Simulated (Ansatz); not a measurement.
**SiP (quartet): the correlation ladder, def2-QZVPP**

An exercise on one series of results from a longer session: the logs are not shown, and one member is left open.

The runs use Ansatz 0.2.0, Gaussian basis; def2-QZVPP, core rule «outside noble gas», up to 10 orbitals frozen.

To be run: UHF; ROHF; CCSD(T) on UHF.

**What is computed**

The geometry is a PBE0/def2-TZVP stationary point (not a proven minimum).

2 atoms, charge 0, spin multiplicity 4.

Atoms are counted from 1 here; the program's logs count them from 0.

Bond lengths: Si1–P2 2.343 Å.

The first run:

Contents of in.yaml:

```yaml
crystal:
  periodic: [false, false, false]
  atoms:
    - {symbol: Si, position_ang: [0.000000, 0.000000, 0.000000]}
    - {symbol: P, position_ang: [0.000000, 0.000000, 2.343000]}
basis:
  gaussian: {orbitals: "def2-QZVPP.json"}
magnetization: {spin_polarized: true, initial_magnetization: 3}
hamiltonian: {xc: hf}
output: {orbitals: {seedname: orbitals}}
```

Command:

```sh
$ ansatz run in.yaml --threads 1 --pin off --events-out ev --progress --plain --max-ram 4096MiB --backend cpu
```

Among the steps run: UHF; ROHF; CCSD(T) on UHF.

One of the session's tables, all rows but one given; the rest of the session is left out.

It belongs to the step «Misses and costs». 

```
  method  from UCCSD(T) (meV)
    ROHF              +6445.1
     UHF              +6134.0
    UMP2                    ?
   UCCSD               +310.3
UCCSD(T)                    0
```

Q: Estimate the row for UMP2 from the others.

**Answer.** from UCCSD(T) (meV): +1240.7. In the column «from UCCSD(T) (meV)» it lies between UCCSD (+310.3) and UHF (+6134.0).
